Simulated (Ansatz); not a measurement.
**AlH₅OSi: taking an electron away**

One table from this session's results is given with a row withheld; the runs are named, their logs left out.

Program: Ansatz 0.2.0, Gaussian basis. Level of theory: unrestricted cation, the program's frozen cores in correlated methods. These are calculated values, not measurements.

Plan: UKS PBE-D4/def2-TZVPP; UKS r2SCAN-D4/def2-TZVPP; UKS PBE0-D4/def2-TZVPP; UKS B3LYP-D4/def2-TZVPP; UKS wB97X-V/def2-TZVPP; UKS wB97M-V/def2-TZVPP; UKS B2PLYP/def2-TZVPP; UHF-MP2/def2-TZVPP; UHF-MP2/def2-QZVPP; then −ε(HOMO) from the neutral's earlier runs with LDA (SPW92), PBE-D4, revPBE-D4, BLYP-D4, r2SCAN-D4, B97M-V, PBE0-D4, B3LYP-D4, r2SCANh-D4, r2SCAN0-D4, HSE06-D4, BHLYP-D4, CAM-B3LYP-D4, LC-ωPBE, ωB97X-V, ωB97M-V.

1 further run of the same task is left out (it didn't finish).

## The geometry

All runs share one geometry, relaxed beforehand with PBE0-D4 in a triple-zeta def2 set.

SMILES `[OH][AlH][SiH3]`, 8 atoms, charge 0, spin multiplicity 1.

Atoms are counted from 1 here; the program's logs count them from 0.

Bond lengths: O1–Al2 1.698 Å, O1–H4 0.956 Å, Al2–Si3 2.447 Å, Al2–H5 1.590 Å, Si3–H6 1.492 Å, Si3–H7 1.492 Å, Si3–H8 1.488 Å. Angles: Al2–O1–H4 123.1°, O1–Al2–Si3 116.2°, O1–Al2–H5 118.9°, Si3–Al2–H5 124.9°, Al2–Si3–H6 110.7°, Al2–Si3–H7 110.4°, Al2–Si3–H8 112.9°, H6–Si3–H7 106.7°, H6–Si3–H8 108.0°, H7–Si3–H8 107.9°.

The first run:

The input, in.yaml:

```yaml
crystal:
  periodic: [false, false, false]
  atoms:
    - {symbol: O, position_ang: [-1.887980, 0.419995, -0.999354]}
    - {symbol: Al, position_ang: [-0.315737, 0.833493, -0.507868]}
    - {symbol: Si, position_ang: [0.904551, -0.871771, 0.753460]}
    - {symbol: H, position_ang: [-2.450097, 1.008683, -1.501409]}
    - {symbol: H, position_ang: [0.257689, 2.266032, -0.892680]}
    - {symbol: H, position_ang: [1.429347, -0.308526, 2.031286]}
    - {symbol: H, position_ang: [2.086747, -1.347605, -0.022760]}
    - {symbol: H, position_ang: [0.067681, -2.057498, 1.083525]}
basis:
  gaussian: {orbitals: def2-TZVPP}
total_charge: 1
magnetization: {spin_polarized: true, initial_magnetization: 1}
hamiltonian: {xc: pbe, dispersion: d4}
```

The run is started by

```
$ ansatz run in.yaml --threads 2 --pin off --events-out ev --progress --plain --max-ram 4352MiB
```

Among the steps run: Cation, UKS PBE-D4/def2-TZVPP; Cation, UKS r2SCAN-D4/def2-TZVPP; Cation, UKS PBE0-D4/def2-TZVPP; Cation, UKS B3LYP-D4/def2-TZVPP; Cation, UKS wB97X-V/def2-TZVPP; Cation, UKS wB97M-V/def2-TZVPP; Cation, UKS B2PLYP (frozen core)/def2-TZVPP; Cation, UHF-MP2/def2-TZVPP; Cation, UHF-MP2/def2-QZVPP.

One table of the session follows, with a row left open; its other results are not shown here.

It belongs to the step «Ionisation energies side by side». For comparison, −ε(HOMO) of the neutral from earlier runs:

```
  functional  −ε(HOMO) (eV)
 LDA (SPW92)           6.55
      PBE-D4           6.49
   revPBE-D4           6.46
     BLYP-D4           6.37
   r2SCAN-D4           6.75
      B97M-V              ?
     PBE0-D4           7.61
    B3LYP-D4           7.42
  r2SCANh-D4           7.15
  r2SCAN0-D4           7.76
    HSE06-D4           7.21
    BHLYP-D4           8.62
CAM-B3LYP-D4           8.89
     LC-ωPBE          10.20
     ωB97X-V           9.88
     ωB97M-V           9.62
```

Estimate the missing values for B97M-V.

**Answer.** −ε(HOMO) (eV): 6.83. In the column «−ε(HOMO) (eV)» it lies between r2SCAN-D4 (6.75) and r2SCANh-D4 (7.15).
